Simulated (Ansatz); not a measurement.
# FHMgO: one species, many methods

Aim: compute FHMgO with functionals from several rungs and with coupled cluster, and see how far each lands from CCSD(T) at the basis-set limit for the atomisation energy.

Method: functionals in def2-TZVPP, the program's frozen cores in correlated methods; program: Ansatz 0.2.0, Gaussian basis.

Plan: LDA (SPW92), PBE-D4, revPBE-D4, BLYP-D4, r2SCAN-D4, B97M-V, PBE0-D4, B3LYP-D4, r2SCANh-D4, r2SCAN0-D4, HSE06-D4, BHLYP-D4, CAM-B3LYP-D4, LC-ωPBE, ωB97X-V, ωB97M-V, B2PLYP, PBE-QIDH; CCSD(T)/def2-SVP; CCSD(T)/def2-TZVPP; CCSD(T)/def2-QZVPP; extrapolation to the limit; RPA on PBE.

### Step 1. The relaxed structure

The geometry comes from an earlier relaxation with PBE0-D4 in a triple-zeta def2 set; it is a stationary point.

SMILES `[OH][Mg][F]`, 4 atoms, charge 0, spin multiplicity 1.

Atoms are counted from 1 here; the program's logs count them from 0.

Bond lengths: O1–Mg2 1.754 Å, O1–H4 0.947 Å, Mg2–F3 1.751 Å. Angles: Mg2–O1–H4 165.3°, O1–Mg2–F3 178.3°.

### Step 2. LDA

This LDA is Slater exchange with PW92 correlation.

Contents of in.yaml:

```yaml
crystal:
  periodic: [false, false, false]
  atoms:
    - {symbol: O, position_ang: [-0.021792, 1.049552, -0.217901]}
    - {symbol: Mg, position_ang: [-0.028935, -0.677222, 0.087151]}
    - {symbol: F, position_ang: [-0.080664, -2.405105, 0.364896]}
    - {symbol: H, position_ang: [0.186891, 1.972375, -0.254546]}
basis:
  gaussian: {orbitals: def2-TZVPP}
hamiltonian: {xc: lda}
output: {orbitals: {seedname: orbitals}}
```

Started as:

```
$ ansatz run in.yaml --threads 2 --pin off --events-out ev --progress --plain --max-ram 32768MiB --backend cpu
```

The runs that follow: PBE-D4 (GGA); revPBE-D4 (GGA); BLYP-D4 (GGA); r2SCAN-D4 (meta-GGA); B97M-V (meta-GGA); B3LYP-D4 (hybrid); r2SCANh-D4 (hybrid); r2SCAN0-D4 (hybrid); HSE06-D4 (hybrid); BHLYP-D4 (hybrid); CAM-B3LYP-D4 (range-separated); LC-ωPBE (range-separated); ωB97X-V (range-separated); ωB97M-V (range-separated); B2PLYP (double hybrid); PBE-QIDH (double hybrid); CCSD(T) in def2-SVP; CCSD(T) in def2-TZVPP; CCSD(T) in def2-QZVPP; RPA on PBE orbitals.

Q: Predict the results of all the runs planned. Wanted: atomisation energy, CCSD(T)/CBS; farthest beyond LDA; mean size of error, GGA; mean size of error, meta-GGA; mean size of error, hybrid; mean size of error, range-separated; mean size of error, double hybrid; gap, smallest and largest; T1 diagnostic.

**Answer**, as computed:

```
                               quantity                                  value
        atomisation energy, CCSD(T)/CBS                         327.0 kcal/mol
functionals within 1.6 kcal/mol (0.5 %)   none; nearest PBE-D4 (-2.8 kcal/mol)
                    farthest beyond LDA              BHLYP-D4 (-28.6 kcal/mol)
                mean size of error, GGA                           7.4 kcal/mol
           mean size of error, meta-GGA                           7.9 kcal/mol
             mean size of error, hybrid                          16.1 kcal/mol
    mean size of error, range-separated                           6.9 kcal/mol
      mean size of error, double hybrid                          12.3 kcal/mol
              gap, smallest and largest  4.39 eV (BLYP-D4), 11.73 eV (LC-ωPBE)
                          T1 diagnostic                                 0.0115
triples share of the correlation energy                                  2.4 %
```

**Reading.** LDA overbinds by 40.3 kcal/mol (12 %). PBE-D4 is off by -2.8 kcal/mol. Double hybrids carry the basis error of their MP2 part in triple zeta, and no dispersion term here, so their miss is partly the set-up's. Taken by rung, range-separated functionals do best (6.9 kcal/mol on average) and hybrid ones worst beyond LDA (16.1 kcal/mol). The gap between the best rungs is small, so their order is not settled. The mean of the hybrids holds BHLYP, with half exact exchange. Misses under about 1.6 kcal/mol are within the doubt on the reference itself, which lacks core-valence correlation, relativity and higher excitations. Hartree-Fock recovers 67 % of the binding; the rest is correlation. CCSD(T) in def2-SVP is off by -29.2 kcal/mol, more than most functionals: a good method in a small basis is no reference. Orbital gaps span 4.4 to 11.7 eV; exact exchange widens them. Correlated methods include outer-core shells of Mg, which these sets cover unevenly.
